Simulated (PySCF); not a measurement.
Spin–spin coupling constants

Cartesian coordinates in Å; atom numbers follow the order of the lines, from 1:
```xyz
6

C     0.6896   -0.1172   -0.0374
C    -0.6165    0.0270   -0.0022
F    -1.1954    1.1666    0.4061
H     1.1284   -1.0391   -0.3674
H     1.3491    0.6779    0.2618
H    -1.3520   -0.7132   -0.2826
```

Method: B3LYP/pcJ-1//GFN2-xTB, PySCF 2.14.0 with density-fitted response routines; isolated molecule, single conformer, non-relativistic. Couplings are averaged over pairs made equivalent by symmetry, fast rotation or ring inversion, so a value needn't be that of the named pair in this geometry, while other rotamers aren't included; one pair stands for each set, and the list holds those of at least 1.5 Hz over up to four bonds. One-bond C–F couplings come out tens of Hz too large with common functionals.

Isotopes: 13C, 19F, 1H.

| pair | bonds | J (Hz) |
| --- | --- | --- |
| C1, C2 | 1 | 97.6 |
| C1, H4 | 1 | 169.9 |
| C1, H5 | 1 | ? |
| C2, F3 | 1 | -334.7 |
| C2, H6 | 1 | 203.3 |
| C1, F3 | 2 | ? |
| C1, H6 | 2 | ? |
| C2, H4 | 2 | ? |
| C2, H5 | 2 | -8.6 |
| F3, H6 | 2 | ? |
| H4, H5 | 2 | -4.5 |
| F3, H4 | 3 | 47.7 |
| F3, H5 | 3 | 19.5 |
| H4, H6 | 3 | 5.6 |
| H5, H6 | 3 | 13.7 |

Estimate the withheld couplings, with signs.

Results:


- 1J(C1,H5) = 165.7 Hz (bond length 1.075 Å, sp2 carbon)
- 2J(C1,F3) = 8.8 Hz (angle at C2 122°)
- 2J(C1,H6) = 15.5 Hz (angle at C2 126°)
- 2J(C2,H4) = 10.8 Hz (angle at C1 121°)
- 2J(F3,H6) = 88.2 Hz (angle at C2 112°)
